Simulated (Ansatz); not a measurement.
## Property card for Ta$_{4}$N$_{3}$

These are results of Ansatz 0.2.0, DFT PBEsol, scalar-relativistic, plane waves, PAW, not measurements.

Cutoff 420 eV; k points 12×12×12 on the computed 7-atom cell (Γ-centred); Gaussian smearing, width 0.10 eV; no spin polarisation.

The structure is relaxed at this level of theory with its symmetry kept. Whether it is the stable form of this composition wasn't checked.

```yaml
crystal:
  lattice:
    - [-2.17857, 2.17857, 4.27268]
    - [2.17857, -2.17857, 4.27268]
    - [2.17857, 2.17857, -4.27268]
  atoms:
    - { symbol: Ta, position: [0.00000, 0.50000, 0.50000] }
    - { symbol: Ta, position: [0.26075, 0.26075, 0.00000] }
    - { symbol: Ta, position: [0.50000, 0.00000, 0.50000] }
    - { symbol: Ta, position: [0.73925, 0.73925, 0.00000] }
    - { symbol: N, position: [0.75000, 0.25000, 0.50000] }
    - { symbol: N, position: [0.00000, 0.00000, 0.00000] }
    - { symbol: N, position: [0.25000, 0.75000, 0.50000] }
```

```json
{
  "Space group": "I4/mmm (No. 139)",
  "Volume per atom": "11.59 Å³",
  "Formation energy from the elements' standard states (uncorrected)": "-1.101 eV/atom",
  "Kohn–Sham band gap": "none (metal)",
  "Density of states at the Fermi level": "2.18 states/eV per cell",
  "Löwdin character within 0.5 eV of the Fermi level": "Ta 5d 83 %, N 2p 10 %",
  "Bulk modulus": "332 GPa",
  "Its pressure derivative": "4.3",
  "Bader charges (e)": "Ta (2 in the cell) 1.21, Ta (2 in the cell) 1.50, N (2 in the cell) -1.83, N (1 in the cell) -1.77"
}
```

Spin-orbit coupling is left out, which matters for the bands of heavy elements.